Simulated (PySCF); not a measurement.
Homolysis of single bonds, series B NH2-H. Gas-phase values, no solvent. Strings in code marks are SMILES.

The dipole moment from two functionals at the same geometries (B3LYP-D3(BJ)/def2-TZVP), both in PySCF: PBE-D3(BJ)/def2-TZVP and M06-2X/def2-TZVP. 

```tsv
species	PBE-D3(BJ)/def2-TZVP (D)
radical fragment (`[NH2]`)	1.90
whole molecule (`NBN`)	1.42
whole molecule (`BN`)	2.07
radical fragment (`[BH2]`)	0.51
```

Task: What does M06-2X/def2-TZVP give for each?

Result: 
- radical fragment (`[NH2]`): 1.97
- whole molecule (`NBN`): 1.27
- whole molecule (`BN`): 1.84
- radical fragment (`[BH2]`): 0.47
Over these rows, drawn at random from the members with no instability flagged (it was tested for open shells, ions and some series alone), PBE minus M06-2X: mean +0.09 D, from -0.07 D to +0.24 D.
